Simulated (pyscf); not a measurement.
`[F][Si]([SiH3])([SiH3])[SiH3]` + `[CH3]` [doublet] → `[F][Si]([SiH3])[SiH3]` [doublet] + `[CH3][SiH3]` (substitution at Si; doublet surface; Si–Si broken, C–Si formed). Structures and frequencies: ωB97X-D3(BJ)/def2-SVP in PySCF. Rate constants from transition-state theory, ωB97M-D3(BJ)/def2-TZVP energies (ideal gas, 1 atm, RRHO with modes under 100 cm⁻¹ raised to 100, one conformer, R ln 2 for chiral ones without a mode under 150 cm⁻¹; no tunnelling), k in cm³ molecule⁻¹ s⁻¹.

```tsv
T (K)	1000/T	log10 k
298	3.354	-19.67
600	1.667	-16.15
900	1.111	-14.81
1200	0.833	?
```

### Question
Fit an Arrhenius line to the three values, give the activation energy, and predict k at 1200 K.

### Answer
Least squares gives log10 k = -12.49 − 2.15 × 1000/T, so Ea = 2.15 × ln 10 × 1.987 = 9.8 kcal/mol, against an electronic barrier of 6.4. At 1200 K the line gives -14.28; the computed value is -14.04 (ΔG‡ = 47.5 kcal/mol), a factor 1.7 over the line, since the plot is curved. One saddle was located; it need not be the lowest between these sides. The angle at the attacked Si is 178°.
